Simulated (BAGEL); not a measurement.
# BH2O (SMILES B[O]) at CASPT2(11,10)/def2-TZVPPD (density fitting with cc-pvqz-jkfit)

Aim: the energy change on altering one bond length of BH2O at CASPT2(11,10)/def2-TZVPPD (density fitting with cc-pvqz-jkfit), from 2 runs. 

The calculation is run with BAGEL 1.2.2.

3 further runs of the same task are left out: 3 set aside as unsound or not needed.

**1. Starting point**

BH2O has 4 atoms, charge 0, and is taken as a doublet. SMILES: `B[O]`. Geometry: relaxed at PBE0-D4/def2-TZVP.

Bond lengths: B1–O2 1.281 Å, B1–H3 1.211 Å, B1–H4 1.211 Å. Angles: O2–B1–H3 119.9°, O2–B1–H4 119.9°, H3–B1–H4 120.2°.

**2. The energy at CASPT2(11,10)/def2-TZVPPD (density fitting with cc-pvqz-jkfit)**

Contents of job.json:

```json
{ "bagel" : [

{
  "title" : "molecule",
  "basis" : "def2-tzvppd.json",
  "df_basis" : "cc-pvqz-jkfit",
  "angstrom" : "true",
  "geometry" : [
    { "atom" : "B", "xyz" : [   -0.001100,   -0.010300,   -0.015100 ] },
    { "atom" : "O", "xyz" : [    1.025300,   -0.340800,    0.676900 ] },
    { "atom" : "H", "xyz" : [   -1.052600,   -0.587700,    0.151600 ] },
    { "atom" : "H", "xyz" : [    0.083900,    0.878500,   -0.833600 ] }
  ]
},
{
  "title" : "hf",
  "charge" : 1
},
{
  "title" : "casscf",
  "nstate" : 1,
  "nact" : 10,
  "nclosed" : 2,
  "nspin" : 1,
  "maxiter" : 200,
  "natocc" : "true"
},
{
  "title" : "print",
  "file" : "orbitals.molden",
  "orbitals" : "true"
},
{
  "title" : "smith",
  "method" : "caspt2",
  "ms" : "true",
  "xms" : "true",
  "sssr" : "true",
  "shift" : 0.0,
  "ncore" : 2
}

]}
```

The basis set def2-TZVPPD is read from a file made from the Basis Set Exchange's data (not shown).

Launch:

```
$ BAGEL_NUM_THREADS=1 BAGEL job.json > job.out
```

Log:

```text
* using 1 threads per process

  ===============================================================
  ===============================================================

  *** Geometry ***

  { "atom" : "B", "xyz" : [     -0.002079,     -0.019464,     -0.028535 ] },
  { "atom" : "O", "xyz" : [      1.937536,     -0.644019,      1.279156 ] },
  { "atom" : "H", "xyz" : [     -1.989126,     -1.110592,      0.286482 ] },
  { "atom" : "H", "xyz" : [      0.158548,      1.660124,     -1.575276 ] },

  Number of auxiliary basis functions:      314

  Since a DF basis is specified, we compute 2- and 3-index integrals:
    o Being stored without compression. Storage requirement is 0.031 GB

  Number of basis functions:      111
  Number of electrons      :       15

    * METHOD: MOLECULE                             0.10

  *** RHF ***

  === Nuclear Repulsion ===
    25.0661859151

      * DIIS with orbital gradients will be used.

  === RHF iteration (def2-tzvppd.json) ===
      0        -99.71382142          0.03972663           0.02
      1        -99.32522616          0.06209305           0.02
      2       -100.23158143          0.00757523           0.02
      3       -100.25727758          0.00310349           0.02
      4       -100.26499674          0.00161434           0.02
      5       -100.26754258          0.00019421           0.02
      6       -100.26755276          0.00004105           0.02
      7       -100.26755353          0.00000663           0.02
      8       -100.26755356          0.00000183           0.02
      9       -100.26755356          0.00000041           0.02
     10       -100.26755356          0.00000013           0.02
     11       -100.26755356          0.00000002           0.02
     12       -100.26755356          0.00000001           0.02
    * SCF iteration converged.

    * Permanent dipole moment:
           (    0.907791,    -0.292433,     0.612154) a.u.

    * METHOD: HF                                   0.32

  ---------------------------
      CASSCF calculation
  ---------------------------

    * nstate   :      1
    * nclosed  :      2
    * nact     :     10
    * nvirt    :     99
  === CASSCF iteration (def2-tzvppd.json) ===

    * Using the second-order algorithm

      0  0      -100.71788648     1.45e-02      0.77

      1  0      -100.76010832     1.70e-03      1.01

      2  0      -100.79395445     2.78e-03      1.11

      3  0      -100.82286429     1.64e-03      1.16

      4  0      -100.84320427     1.11e-03      1.18

      5  0      -100.85129889     5.14e-04      1.18

      6  0      -100.85196950     1.96e-04      1.19

      7  0      -100.85198240     8.75e-05      1.20

      8  0      -100.85198422     4.14e-05      1.19

      9  0      -100.85198460     2.02e-05      1.17

     10  0      -100.85198469     1.01e-05      1.18

     11  0      -100.85198471     5.15e-06      1.17

     12  0      -100.85198472     2.66e-06      1.19

     13  0      -100.85198472     1.40e-06      1.19

     14  0      -100.85198472     7.42e-07      1.21

     15  0      -100.85198472     3.98e-07      1.20

     16  0      -100.85198472     2.15e-07      1.19

     17  0      -100.85198472     1.17e-07      1.18

     18  0      -100.85198472     6.43e-08      1.18

     19  0      -100.85198472     3.54e-08      1.16

     20  0      -100.85198472     1.95e-08      1.13

     21  0      -100.85198472     1.08e-08      1.14

     22  0      -100.85198472     6.06e-09      1.09

    * Second-order optimization converged. *

     guess   0:   closed 11111.....           open .....1....

  === FCI iteration ===

      0  0      -100.72584500     2.75e-03      0.04
      1  0      -100.83616387     1.06e-03      0.04
      2  0      -100.84959672     4.02e-04      0.04
      3  0      -100.85155835     1.42e-04      0.04
      4  0      -100.85187350     6.25e-05      0.04
      5  0      -100.85195996     3.19e-05      0.05
      6  0      -100.85198154     1.52e-05      0.04
      7  0      -100.85198451     4.13e-06      0.05
      8  0      -100.85198470     1.39e-06      0.05
      9  0      -100.85198472     4.18e-07      0.05
     10  0      -100.85198472     1.27e-07      0.05
     11  0      -100.85198472     3.50e-08      0.05
     12  0      -100.85198472     1.32e-08      0.04
     13  0      -100.85198472     4.62e-09      0.04
     14  0      -100.85198472     1.63e-09      0.04
     15  0      -100.85198472     5.04e-10      0.05
     16  0      -100.85198472     2.16e-10      0.05
     17  0      -100.85198472     1.39e-10      0.05
     18  0 *    -100.85198472     6.88e-11      0.04

     * ci vector, state   0, <S^2> = 0.7500
       22222a....    -0.9776674028
       2222.a2...    -0.0781719381
       222.2a.2..    -0.0523024190

    * METHOD: CASSCF                              27.34

    * METHOD: PRINT                                0.02

  === SMITH program ===

    * freezing 2 orbitals

    * Approximate memory requirement for SMITH calulation per MPI process:
      o Storage requirement for T-amplitude, lambda, and residual is 0.02 GB
      o Storage requirement for MO integrals is 0.01 GB
    * Calculating and saving rdm4f

    * Zeroth order energy : state  0       -7.7936714907

    * CASPT2 iteration is performed using redundant basis

      ---- iteration ----

        0    -0.20025953     0.00647907      0.49
        1    -0.20231905     0.00125801      0.50
        2    -0.20244413     0.00022274      0.49
        3    -0.20244702     0.00004438      0.48
        4    -0.20244720     0.00000999      0.49
        5    -0.20244721     0.00000200      0.49
        6    -0.20244721     0.00000050      0.48

      -------------------

    * CASPT2 energy : state  0     -101.0544319303
        reference weight              0.9491243033

    * METHOD: SMITH                               15.28

  ===============================================================
```

It took 43 s on 1 thread of Arm Neoverse V2, shared host; peak memory 6.2 GiB.

**3. The distorted shape**

Contents of calc.json:

```json
{ "bagel": [

{
  "title": "molecule",
  "basis": "def2-tzvppd.json",
  "df_basis": "cc-pvqz-jkfit",
  "angstrom": true,
  "geometry": [
    { "atom": "B", "xyz": [       0.524656,       0.278404,      -0.098451 ] },
    { "atom": "O", "xyz": [       1.551056,      -0.052096,       0.593549 ] },
    { "atom": "H", "xyz": [      -1.052600,      -0.587700,       0.151600 ] },
    { "atom": "H", "xyz": [       0.609656,       1.167204,      -0.916951 ] }
  ]
},

{
  "title": "hf",
  "charge": 1
},

{
  "title": "casscf",
  "nstate": 1,
  "nact": 10,
  "nclosed": 2,
  "nspin": 1,
  "maxiter": 200,
  "natocc": true
},

{
  "title": "print",
  "file": "orbitals.molden",
  "orbitals": true
},

{
  "title": "smith",
  "method": "caspt2",
  "ms": true,
  "xms": true,
  "sssr": true,
  "shift": 0.0,
  "ncore": 2
}

]}
```

The basis set def2-TZVPPD is read from a file made from the Basis Set Exchange's data (not shown).

Launch:

```
$ BAGEL_NUM_THREADS=1 BAGEL calc.json > calc.out
```

Log:

```text
* using 1 threads per process

  ===============================================================
  ===============================================================

  *** Geometry ***

  { "atom" : "B", "xyz" : [      0.991456,      0.526107,     -0.186045 ] },
  { "atom" : "O", "xyz" : [      2.931071,     -0.098447,      1.121645 ] },
  { "atom" : "H", "xyz" : [     -1.989126,     -1.110592,      0.286482 ] },
  { "atom" : "H", "xyz" : [      1.152083,      2.205696,     -1.732786 ] },

  Number of auxiliary basis functions:      314

  Since a DF basis is specified, we compute 2- and 3-index integrals:
    o Being stored without compression. Storage requirement is 0.031 GB

  Number of basis functions:      111
  Number of electrons      :       15

    * METHOD: MOLECULE                             0.10

  *** RHF ***

  === Nuclear Repulsion ===
    23.8950638882

      * DIIS with orbital gradients will be used.

  === RHF iteration (def2-tzvppd.json) ===
      0        -99.66304158          0.03865904           0.02
      1        -98.89896361          0.06959159           0.02
      2       -100.18705164          0.00640516           0.02
      3       -100.20593817          0.00309059           0.02
      4       -100.21192790          0.00183383           0.02
      5       -100.21481245          0.00073740           0.02
      6       -100.21523174          0.00007613           0.02
      7       -100.21523506          0.00002669           0.02
      8       -100.21523559          0.00001216           0.02
      9       -100.21523577          0.00000580           0.02
     10       -100.21523583          0.00000329           0.02
     11       -100.21523586          0.00000143           0.02
     12       -100.21523586          0.00000022           0.02
     13       -100.21523586          0.00000012           0.02
     14       -100.21523586          0.00000003           0.02
     15       -100.21523586          0.00000001           0.02
     16       -100.21523586          0.00000000           0.02
    * SCF iteration converged.

    * Permanent dipole moment:
           (    1.926790,     0.033709,     0.673732) a.u.

    * METHOD: HF                                   0.40

  ---------------------------
      CASSCF calculation
  ---------------------------

    * nstate   :      1
    * nclosed  :      2
    * nact     :     10
    * nvirt    :     99
  === CASSCF iteration (def2-tzvppd.json) ===

    * Using the second-order algorithm

      0  0      -100.67453599     1.14e-02      1.01

      1  0      -100.73088885     2.20e-03      1.36

      2  0      -100.76613611     2.79e-03      1.40

      3  0      -100.79607882     1.68e-03      1.40

      4  0      -100.80622780     7.63e-04      1.38

      5  0      -100.80750264     4.67e-04      1.40

      6  0      -100.80776956     3.12e-04      1.41

      7  0      -100.80786317     2.19e-04      1.34

      8  0      -100.80790084     1.54e-04      1.33

      9  0      -100.80791701     1.08e-04      1.32

     10  0      -100.80792415     7.50e-05      1.32

     11  0      -100.80792735     5.15e-05      1.34

     12  0      -100.80792879     3.52e-05      1.38

     13  0      -100.80792944     2.39e-05      1.34

     14  0      -100.80792974     1.62e-05      1.37

     15  0      -100.80792987     1.09e-05      1.38

     16  0      -100.80792993     7.36e-06      1.39

     17  0      -100.80792995     4.96e-06      1.39

     18  0      -100.80792997     3.33e-06      1.34

     19  0      -100.80792997     2.24e-06      1.37

     20  0      -100.80792998     1.51e-06      1.36

     21  0      -100.80792998     1.01e-06      1.38

     22  0      -100.80792998     6.81e-07      1.37

     23  0      -100.80792998     4.58e-07      1.38

     24  0      -100.80792998     3.08e-07      1.34

     25  0      -100.80792998     2.07e-07      1.33

     26  0      -100.80792998     1.39e-07      1.32

     27  0      -100.80792998     9.33e-08      1.33

     28  0      -100.80792998     6.27e-08      1.34

     29  0      -100.80792998     4.21e-08      1.31

     30  0      -100.80792998     2.83e-08      1.33

     31  0      -100.80792998     1.90e-08      1.29

     32  0      -100.80792998     1.28e-08      1.29

     33  0      -100.80792998     8.56e-09      1.24

    * Second-order optimization converged. *

     guess   0:   closed 11111.....           open .....1....

  === FCI iteration ===

      0  0      -100.63484453     2.93e-03      0.04
      1  0      -100.78389339     1.25e-03      0.04
      2  0      -100.80415404     4.94e-04      0.04
      3  0      -100.80726527     1.99e-04      0.04
      4  0      -100.80783617     7.39e-05      0.04
      5  0      -100.80790458     3.26e-05      0.04
      6  0      -100.80792014     1.62e-05      0.04
      7  0      -100.80792602     1.09e-05      0.04
      8  0      -100.80792885     7.75e-06      0.04
      9  0      -100.80792979     3.44e-06      0.04
     10  0      -100.80792995     1.36e-06      0.04
     11  0      -100.80792997     5.95e-07      0.04
     12  0      -100.80792998     2.61e-07      0.04
     13  0      -100.80792998     1.41e-07      0.04
     14  0      -100.80792998     8.57e-08      0.04
     15  0      -100.80792998     4.05e-08      0.04
     16  0      -100.80792998     1.64e-08      0.04
     17  0      -100.80792998     6.05e-09      0.04
     18  0      -100.80792998     2.34e-09      0.04
     19  0      -100.80792998     8.78e-10      0.04
    ** throwing out 1 trial vectors **
     20  0      -100.80792998     3.74e-10      0.04
    ** throwing out 1 trial vectors **
     21  0      -100.80792998     1.59e-10      0.04
    ** throwing out 1 trial vectors **
     22  0 *    -100.80792998     6.79e-11      0.04

     * ci vector, state   0, <S^2> = 0.7500
       22222a....    -0.9573849117
       2222aba...     0.1218910876
       222.2a.2..    -0.0870934124
       2222.a2...    -0.0839992912
       2222aab...     0.0619667727
       2222baa...     0.0599243149
       222ba2.a..     0.0517391598
       22.22a..2.    -0.0506060081
       222baaba..    -0.0503664980

    * METHOD: CASSCF                              46.69

    * METHOD: PRINT                                0.02

  === SMITH program ===

    * freezing 2 orbitals

    * Approximate memory requirement for SMITH calulation per MPI process:
      o Storage requirement for T-amplitude, lambda, and residual is 0.02 GB
      o Storage requirement for MO integrals is 0.01 GB
    * Calculating and saving rdm4f

    * Zeroth order energy : state  0       -7.3086807808

    * CASPT2 iteration is performed using redundant basis

      ---- iteration ----

        0    -0.19528030     0.00674364      0.48
        1    -0.19756193     0.00121731      0.49
        2    -0.19768646     0.00023968      0.49
        3    -0.19768991     0.00004560      0.50
        4    -0.19769012     0.00001130      0.50
        5    -0.19769013     0.00000223      0.50
        6    -0.19769013     0.00000058      0.49

      -------------------

    * CASPT2 energy : state  0     -101.0056201114
        reference weight              0.9472567812

    * METHOD: SMITH                               15.26

  ===============================================================
```

It took 63 s on 1 thread of Arm Neoverse V2, shared host; peak memory 6.2 GiB.

**4. Outcome**

At CASPT2(11,10)/def2-TZVPPD (density fitting with cc-pvqz-jkfit), 2 core orbitals frozen:

| quantity | value |
| --- | --- |
| first shape: total energy | -101.05443 Eh |
| distorted shape: total energy | -101.00562 Eh |
| energy change with the B1–H3 bond stretched from 1.211 to 1.817 Å | 1.328 eV |

With the B1–H3 bond stretched from 1.211 to 1.817 Å the energy rises by 1.33 eV (128 kJ/mol). The first shape isn't relaxed at this level, so the change isn't measured from a minimum.
